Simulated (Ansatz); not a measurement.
Reactions of C$_{3}$H$_{5}$N (`C1=CNC1`).

Calculated with Ansatz (gas phase, PBE0-D4/def2-TZVP geometries, no zero-point term in ΔE). CCSD(T)/CBS adds triple-zeta CCSD(T) − MP2 to the extrapolated MP2 energy (def2 sets, frozen cores). This one scheme is used for every species, atoms too. No spin–orbit coupling; open shells (•) take unrestricted orbitals. Spin–orbit coupling would lower the free atoms: a little for C. Each species was taken in one conformer, which may not be the lowest.

(1) Order these by ΔE at CCSD(T)/CBS, lowest first. (An estimate is asked.)
A. `C1=CNC1` → `C=CC=N`
B. `C1=CNC1` → 3 C• + 5 H• + N•
C. `C1=CNC1` → `CN1C=C1`
D. `C1=CNC1` → `CC1=CN1`
E. `C1=CNC1` → `C=C=CN`
F. `C1=CNC1` → `C#CNC`
G. `C1=CNC1` → `C1=NCC1`
H. `C1=CNC1` → `NC1C=C1`

Largest T1 diagnostic: 0.012, for `C=CC=N`.

Answers

(1) A (-76.0 kJ/mol), G (-35.4 kJ/mol), E (-13.8 kJ/mol), F (+28.7 kJ/mol), H (+68.9 kJ/mol), D (+132.7 kJ/mol), C (+182.2 kJ/mol), B (+3626.3 kJ/mol).
